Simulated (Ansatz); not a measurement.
Results of PBEsol (Ansatz, a quantum-chemistry and plane-wave program, plane waves, PAW) for HfO2 (P2₁/c, No. 14).

Run with plane-wave cutoff 520 eV, 8×8×8 k mesh, scalar-relativistic PAW data made under PBE.

Computed at the level's own relaxed cell.

Elastic tensor (GPa, Voigt notation, ions relaxed):

```
  326.6   173.3    95.0     0.0    47.8     0.0
  173.3   422.1   160.3     0.0    -8.6     0.0
   95.0   160.3   270.1     0.0    12.9     0.0
    0.0     0.0     0.0    94.3     0.0   -10.1
   47.8    -8.6    12.9     0.0    95.7     0.0
    0.0     0.0     0.0   -10.1     0.0   140.7
```

Question: Work out the Voigt, Reuss and Hill averages of the bulk and shear moduli, Young's modulus and Poisson's ratio from the printed constants.

Answer: K_V = [C11 + C22 + C33 + 2(C12 + C13 + C23)]/9 = [1018.8 + 2 × 428.6]/9 = 208.4 GPa. G_V = [1018.8 − 428.6 + 3 × 330.7]/15 = 105.5 GPa. From the compliances S = C⁻¹, K_R = 185.2 and G_R = 95.9 GPa. Hill means: K = 196.8, G = 100.7 GPa. E = 9KG/(3K + G) = 258 GPa, ν = (3K − 2G)/(6K + 2G) = 0.28, K/G = 1.95.

Note: the relaxation could not lower the start's symmetry, so the cell can be a saddle point above a distorted one.

Spin–orbit coupling is not included.
